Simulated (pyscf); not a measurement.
Elementary routes open to GeH₃• (SMILES [GeH3]) + HCl (SMILES Cl) in the gas phase (doublet surface):
A. Cl–GeH₃ (SMILES [Cl][GeH3]) + H• (SMILES [H]) (Cl–H broken; Cl–Ge formed)
B. Cl–GeH₂• (SMILES [Cl][GeH2]) + H₂ (SMILES [H][H]) (Ge–H, Cl–H broken; Cl–Ge, H–H formed)

Optimised with ωB97X-D3(BJ)/def2-SVP in PySCF.

### Question
Rank the routes by free-energy barrier at 1200 K, lowest first, for ωB97M-D3(BJ)/def2-TZVP energies (ideal gas, 1 atm, RRHO with modes under 100 cm⁻¹ raised to 100, one conformer, R ln 2 for chiral ones without a mode under 150 cm⁻¹).

### Answer
A (2.35 eV), B (2.73 eV)

Route A is the fastest of these, ahead of the next by 0.39 eV. The most stable products are those of B (ΔG = -0.54 eV), whose barrier is 0.39 eV higher: the kinetic and the thermodynamic product differ. At 298 K A is still the fastest. Only these routes are compared; each barrier is that of the saddle found, and lower ones may exist. Elements up to Kr have no core potential and no relativistic terms here.
